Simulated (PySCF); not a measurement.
# HS− (hydrosulfide) at HF-D3(0)/cc-pVDZ-F12 (sfX2C, density fitting with cc-pvdz-jkfit, Cartesian functions)

Aim: a structure relaxation of HS− (hydrosulfide). The job is set up through a Python script.

The calculation is run with PySCF 2.14.0.

13 further runs of the same task are left out: 1 for a faulty analytic Hessian, 4 that didn't finish, 8 set aside as unsound or not needed.

### Step 1. Starting point

HS− has 2 atoms, charge -1, and is taken as a singlet. SMILES: `[SH-]`. The shape is that of a PBE0-D4/def2-TZVPD optimisation. The run starts from this shape.

Bond lengths: S1–H2 1.346 Å.

### Step 2. A geometry optimisation at HF-D3(0)/cc-pVDZ-F12 (sfX2C, density fitting with cc-pvdz-jkfit, Cartesian functions)

Input file start.xyz:

```xyz
2

S      0.574700    -0.187900     0.295500
H     -0.574700     0.187900    -0.295500
```

Input file run.py:

```python
from pyscf import gto
from pyscf.geomopt.geometric_solver import kernel as optimise

mol = gto.Mole()
mol.atom = 'start.xyz'
mol.cart = True
mol.max_memory = 1860
mol.charge = -1
mol.verbose = 3
mol.basis = 'cc-pvdz-f12'
mol.build()

mf = mol.RHF()
mf = mf.x2c()
mf = mf.density_fit(auxbasis='cc-pvdz-jkfit')
mf.disp = 'd3zero'
converged, mol_eq = optimise(mf, maxsteps=100, convergence_set='GAU_LOOSE')
print('converged:', converged)
print(mol_eq.tostring())

mf.reset(mol_eq)
mol = mol_eq
mf.kernel()
etot = mf.e_tot
print('E = %.10f Eh' % etot)
```

Run with:

```bash
$ OMP_NUM_THREADS=1 python run.py
```

Log:

```text
convergence_set           GAU_LOOSE
maxiter                   100
----------------------------------------------------------
Custom engine selected.
Bonds will be generated from interatomic distances less than 1.20 times sum of covalent radii
6 internal coordinates being used (instead of 6 Cartesians)
Internal coordinate system (atoms numbered from 1):
Distance 1-2
Translation-X 1-2
Translation-Y 1-2
Translation-Z 1-2
Rotation-A 1-2
Rotation-B 1-2
Rotation-C 1-2
> ===== Optimization Info: ====
> Job type: Energy minimization
> Maximum number of optimization cycles: 100
> Initial / maximum trust radius (Angstrom): 0.100 / 0.300
> Convergence Criteria:
> Will converge when all 5 criteria are reached:
>  |Delta-E| < 1.00e-06
>  RMS-Grad  < 1.70e-03
>  Max-Grad  < 2.50e-03
>  RMS-Disp  < 6.70e-03
>  Max-Disp  < 1.00e-02
> === End Optimization Info ===

Geometry optimization cycle 1
Cartesian coordinates (Angstrom)
 Atom        New coordinates             dX        dY        dZ
   S   0.574700  -0.187900   0.295500    0.000000  0.000000  0.000000
   H  -0.574700   0.187900  -0.295500    0.000000  0.000000  0.000000

WARN: Mole.unit (angstrom) is changed to Bohr

converged SCF energy = -399.10852430852
--------------- DFsfX2C1eRHF_Scanner gradients ---------------
         x                y                z
0 S     0.0059884484    -0.0019579423     0.0030791483
1 H    -0.0059884484     0.0019579423    -0.0030791483
----------------------------------------------
cycle 1: E = -399.108524309  dE = -399.109  norm(grad) = 0.00991728
Step    0 : Gradient = 7.013e-03/7.013e-03 (rms/max) Energy = -399.1085243085
Hessian Eigenvalues: 5.00000e-02 5.00000e-02 5.00000e-02 ... 5.00000e-02 5.00000e-02 2.59505e-01

Geometry optimization cycle 2
Cartesian coordinates (Angstrom)
 Atom        New coordinates             dX        dY        dZ
   S   0.568594  -0.185904   0.292361   -0.006106  0.001996 -0.003139
   H  -0.568594   0.185904  -0.292361    0.006106 -0.001996  0.003139
converged SCF energy = -399.10861349272
--------------- DFsfX2C1eRHF_Scanner gradients ---------------
         x                y                z
0 S    -0.0004317793     0.0001411716    -0.0002220128
1 H     0.0004317793    -0.0001411716     0.0002220128
----------------------------------------------
cycle 2: E = -399.108613493  dE = -8.91842e-05  norm(grad) = 0.000715056
Step    1 : Displace = 7.150e-03/7.150e-03 (rms/max) Trust = 1.000e-01 (=) Grad = 5.056e-04/5.056e-04 (rms/max) E (change) = -399.1086134927 (-8.918e-05) Quality = 0.941
Hessian Eigenvalues: 5.00000e-02 5.00000e-02 5.00000e-02 ... 5.00000e-02 5.00000e-02 2.78216e-01

Geometry optimization cycle 3
Cartesian coordinates (Angstrom)
 Atom        New coordinates             dX        dY        dZ
   S   0.569005  -0.186038   0.292572    0.000411 -0.000134  0.000211
   H  -0.569005   0.186038  -0.292572   -0.000411  0.000134 -0.000211
converged SCF energy = -399.108613935381
--------------- DFsfX2C1eRHF_Scanner gradients ---------------
         x                y                z
0 S     0.0000156199    -0.0000051070     0.0000080315
1 H    -0.0000156199     0.0000051070    -0.0000080315
----------------------------------------------
cycle 3: E = -399.108613935  dE = -4.42661e-07  norm(grad) = 2.58676e-05
Step    2 : Displace = 4.809e-04/4.809e-04 (rms/max) Trust = 1.414e-01 (+) Grad = 1.829e-05/1.829e-05 (rms/max) E (change) = -399.1086139354 (-4.427e-07) Quality = 0.963
Hessian Eigenvalues: 5.00000e-02 5.00000e-02 5.00000e-02 ... 5.00000e-02 5.00000e-02 2.78216e-01
Converged! =D

converged: True
S           0.56900487       -0.18603796        0.29257167
H          -0.56900487        0.18603796       -0.29257167
converged SCF energy = -399.108613935383
E = -399.1086139354 Eh
```

Wall time 2.3 s (1 thread of Arm Neoverse N1, shared host); peak memory 0.16 GiB.

Step by step:

| step | energy from the first frame kept (eV) | largest force (eV/Å) |
| --- | --- | --- |
| 0 | 0.0000 | 0.3606 |
| 1 | -0.0024 | 0.0260 |
| 2 | -0.0024 | 0.0009 |

After the run. Bond lengths: S1–H2 1.333 Å.

### Step 3. Results

Level: HF-D3(0)/cc-pVDZ-F12 (sfX2C, density fitting with cc-pvdz-jkfit, Cartesian functions).

| quantity | value |
| --- | --- |
| total energy at the end | -399.10861 Eh |
| HOMO energy | -2.56 eV |
| LUMO energy | 6.52 eV |
| HOMO–LUMO gap (to an unbound level, set by the basis) | 9.08 eV |
| bond length | 1.333 Å |
| dispersion energy | -0.01 kJ/mol |

What this shows: At the final geometry: Bond lengths: S1–H2 1.333 Å. The optimisation took 2 steps and changed the energy by -0.002 eV.
